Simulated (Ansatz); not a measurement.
Molecule: OF2 (charge 0, singlet). SMILES: FOF
Coordinates optimised at B3LYP-D3(BJ)/def2-TZVP (Ansatz, a first-principles code):
```xyz
3

F      0.0392     1.1006    -0.2795
O     -0.0196     0.0082     0.5973
F     -0.0218    -1.1078    -0.2514
```
Charge 0, spin multiplicity 1.

Wanted: atomisation energy (electronic, to ground-state atoms), in eV. Valence correlation only, unless marked. Open shells are spin-unrestricted. Spin-orbit coupling is left out. Non-relativistic. The coupled-cluster limit lacks core correlation, which all-electron functionals hold. CBS(X,Y): correlation extrapolated as X^-3; Hartree-Fock from the larger set. [CCSD(T)-MP2]/basis is that difference in the basis named.

```csv
level,program,atomisation energy (eV)
B97M-V/def2-TZVPD,Ansatz,4.18
HSE06/def2-TZVPD,Ansatz,3.98
RPA@PBE/cc-pVTZ,Ansatz,3.09
MP2/cc-pVQZ,Ansatz,4.34
CCSD(T) with core electrons/cc-pwCVTZ,Ansatz,3.69
"RI-MP2/CBS(cc-pVTZ,cc-pVQZ)+[CCSD(T)-MP2]/cc-pVTZ",Ansatz,4.03
"CCSD(T)/CBS(cc-pVTZ,cc-pVQZ)",Ansatz,3.99
```

The Hartree-Fock reference is unstable (checked in the largest basis), which strains HF and MP2.
